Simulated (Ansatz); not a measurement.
**AlH (singlet): the correlation ladder at distance Al1–H2 = 3.086 Å, cc-pVQZ**

How much of the correlation energy of AlH (singlet) does each wave-function method recover here?

The runs use Ansatz 0.2.0, Gaussian basis; cc-pVQZ, core rule «outside noble gas», up to 5 orbitals frozen.

To be run: UHF; CCSD(T) on RHF; CCSD(T) on UHF; BCCD(T) on RHF; CCSDT(Q) on RHF; CCSDT(Q) on UHF; CASSCF and NEVPT2, 4 electrons in 5 orbitals; Full CI.

17 further runs of the same task are left out: 10 that didn't finish, 7 set aside as unsound or not needed.

## Step 1: What is computed

The geometry derives from a PBE0/def2-TZVP stationary point (not a proven minimum). One bond is set to the value named and the two fragments are kept rigid.

2 atoms, charge 0, spin multiplicity 1.

Atoms are counted from 1 here; the program's logs count them from 0.

No contacts short enough for the rule that draws bonds.

## Step 2: UHF

in.yaml reads:

```yaml
crystal:
  periodic: [false, false, false]
  atoms:
    - {symbol: Al, position_ang: [0.000000, 0.000000, 0.000000]}
    - {symbol: H, position_ang: [0.000000, 0.000000, 3.086000]}
basis:
  gaussian: {orbitals: cc-pVQZ}
magnetization: {spin_polarized: true, initial_magnetization: 0}
hamiltonian: {xc: hf}
output: {orbitals: {seedname: orbitals}}
```

Command:

```bash
$ ansatz run in.yaml --threads 1 --pin off --events-out ev --progress --plain --max-ram 2393MiB
```

The runs that follow: CCSD(T) on RHF; CCSD(T) on UHF; BCCD(T) on RHF; CCSDT(Q) on RHF; CCSDT(Q) on UHF; CASSCF and NEVPT2, 4 electrons in 5 orbitals; Full CI.

Q: Predict the results of all the runs planned. Wanted: FCI below the RHF energy; RMP2 from FCI; UMP2 from FCI; RCCSD from FCI; RCCSD(T) from FCI; UCCSD(T) from FCI; RCCSDT(Q) from FCI; UCCSDT(Q) from FCI; NEVPT2 valence from FCI.

The runs gave:

| quantity | value |
| --- | --- |
| FCI below the RHF energy | -2.7434 eV |
| RMP2 from FCI | +87.1 kJ/mol |
| UMP2 from FCI | +88.9 kJ/mol |
| RCCSD from FCI | +13.1 kJ/mol |
| RCCSD(T) from FCI | +2.4 kJ/mol |
| UCCSD(T) from FCI | +8.2 kJ/mol |
| RCCSDT(Q) from FCI | -0.1 kJ/mol |
| UCCSDT(Q) from FCI | 0.0 kJ/mol |
| NEVPT2 valence from FCI | +29.3 kJ/mol |
| levels within 1 kcal/mol (43 meV) | RCCSD(T), BCCD(T), RCCSDT, UCCSDT, RCCSDT(Q), UCCSDT(Q) |
| T1 diagnostic | 0.070 |
| effectively unpaired electrons | 0.43 |

**Reading.** RCCSD(T) misses by +2.4 kJ/mol, 0.9 % of the correlation energy. CCSD(T) misses by +2.4 kJ/mol on the restricted determinant and by +8.2 kJ/mol on the unrestricted one; the two need not hold the same state or core. The occupations show some static correlation. These misses are within one basis, not against nature.
